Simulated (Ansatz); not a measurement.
System: Si₂H₅, charge 0, doublet. Si2H5 (SMILES [SiH2][SiH3], doublet).
B3LYP-D3(BJ)/def2-TZVP minimum from Ansatz (a quantum-chemistry and plane-wave program):
```xyz
7

Si     0.0124     0.0207     1.2119
Si    -0.0099     0.0487    -1.1206
H     -1.2086    -0.5655     1.8221
H      1.2176    -0.6195     1.7989
H     -0.0369    -1.3162    -1.7072
H     -1.2105     0.7840    -1.5839
H      1.2034     0.7464    -1.6084
```
Charge 0, spin multiplicity 2.

Hartree-Fock and MP2 correlation energies in hartree (Ansatz). Radicals and triplets start from unrestricted determinants; spin-orbit coupling is neglected. Cores are frozen in correlated methods. No relativity.

```json
[
 {"basis": "cc-pV(T+d)Z", "X": "3", "E(HF)": "-580.75936", "E(corr, MP2)": "-0.23779"},
 {"basis": "cc-pV(Q+d)Z", "X": "4", "E(HF)": "-580.76614", "E(corr, MP2)": "-0.25500"},
 {"basis": "cc-pV(5+d)Z", "X": "5", "E(HF)": "-580.76736", "E(corr, MP2)": "withheld"}
]
```

Task: Fit E(corr) = E∞ + A/X³ to X = 3 and 4, predict X = 5, and compare with the run.

Result: A = (-0.23779 - (-0.25500))/(1/27 - 1/64) = 0.8038; E∞ = -0.25500 - A/64 = -0.26756; at X = 5, E∞ + A/125 = -0.26113. The run gave -0.26193, 0.80 mEh below the prediction. The same form on X = 4 and 5 gives E∞ = -0.26920, 1.64 mEh below the first estimate.
